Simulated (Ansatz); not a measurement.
Process, species as SMILES: [CH3] (CH3) → C atom + 3 H atom
B3LYP-D3(BJ)/def2-TZVP geometries, fixed; electronic energies without zero-point terms.

Effect of the final integration grid (spheres per factor e of radius in core and valence, angular degree) at PBE/aug-cc-pVQZ with Ansatz (a first-principles code), against the last row, where the atomisation energy is 310.10 kcal/mol. Open shells are unrestricted. The default's grid is 13, 11, 36.

```csv
setting,largest shift of a total energy (mEh),shift of the atomisation energy (kcal/mol)
accuracy: medium (default),0.000,0.000
"final_grid: 4, 3, 11",1.716,-1.062
"final_grid: 6, 5, 17",-0.071,0.040
"final_grid: 8, 7, 23",-0.005,0.002
"final_grid: 10, 9, 29",0.000,0.000
"final_grid: 18, 15, 47",0.000,0.000
"final_grid: 26, 22, 59",0.000,0.000
```

Within 0.1 kcal/mol in the atomisation energy: accuracy: medium (default); final_grid: 6, 5, 17; final_grid: 8, 7, 23; final_grid: 10, 9, 29; final_grid: 18, 15, 47. The largest shift is 1.716 mEh in a total energy and 1.062 kcal/mol in the difference.
